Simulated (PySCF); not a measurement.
B3LYP has the VWN-RPA correlation part, as in Gaussian. Excitations are Tamm–Dancoff values on a coarser integration grid. The basis has no diffuse functions, so Rydberg states are missing or too high.

Species: CH4O, SMILES `CO` (charge 0, multiplicity 1).

Q: What is the computed dipole moment, brightest of the four lowest singlets (TDA) and S1 excitation (TDA) (B3LYP-D3(BJ)/def2-TZVP // B3LYP-D3(BJ)/def2-SVP run with PySCF)?

A: 
```yaml
dipole_moment: 0.347 e·Å
brightest of the four lowest singlets (TDA): 8.32 eV
S1 excitation (TDA): 6.93 eV
```
